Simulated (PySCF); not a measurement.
## Ionisation energy of Al by level of theory

Al [Ne] 3s2 3p1 (2P) → Al⁺ [Ne] 3s2 (1S), as a difference of total energies. Computed with PySCF 2.14 in aug-cc-pCVTZ-DK with one added diffuse shell each of s, p, d, f type (9s8p6d4f, 91 functions), with the spin-free X2C one-electron Hamiltonian (Gaussian nucleus). Correlated levels: valence: [Ne] frozen; valence and next inner shell: 1s2 frozen; nothing frozen. The calculations carry no spin-orbit coupling.

Problem. Order these methods by the ionisation energy they give, lowest first.
A. PBE
B. r2SCAN
C. PW91
D. MP2 (valence and next inner shell)

Solution. D (5.794 eV), A (6.061 eV), C (6.096 eV), B (6.151 eV).

A first-order spin-orbit estimate (lowest level to lowest level, LS coupling) adds 0.008 eV.

Errors of the correlated levels include the incompleteness of this basis and the frozen core.

For comparison: 5.986 eV (measured; NIST Atomic Spectra Database, ionization energies).
